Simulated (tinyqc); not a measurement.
Inside a calculation. Method: Hueckel theory of the pi electrons, for the molecule C=NC=O (SMILES; centres numbered as the heavy atoms are written). One step of it, computed by the program tinyqc.

Task: Orbitals. Diagonalise; E = alpha + x beta with beta < 0, so the largest x are filled first; degenerate levels share their electrons. P = sum n_i c_ri c_si; each orbital has its largest coefficient positive (the first on a tie).

Hueckel matrix in units of beta (H = alpha + beta A), lower triangle:
```
          1C        2N        3C        4O
1C  0.000000
2N  1.000000  0.480000
3C  0.000000  1.000000  0.000000
4O  0.000000  0.000000  1.000000  1.090000
```

pi electrons, sum of z_r less the charge = 4

Give: x values; occupations; coefficients; charge and bond-order matrix P.

Result:

x values: 2.0237  1.1956  -0.3082  -1.3411

occupations: 2.0000  2.0000  0.0000  0.0000

coefficients:
```
       MO1      MO2      MO3      MO4
1C  0.2601  -0.4810   0.7140   0.4372
2N  0.5264  -0.5751  -0.2200  -0.5864
3C  0.5525   0.0695  -0.5406   0.6306
4O  0.5917   0.6581   0.3866  -0.2594
```

charge and bond-order matrix P, lower triangle:
```
         1C       2N      3C      4O
1C   0.5980
2N   0.8270   1.2155
3C   0.2205   0.5017  0.6201
4O  -0.3253  -0.1341  0.7452  1.5664
```
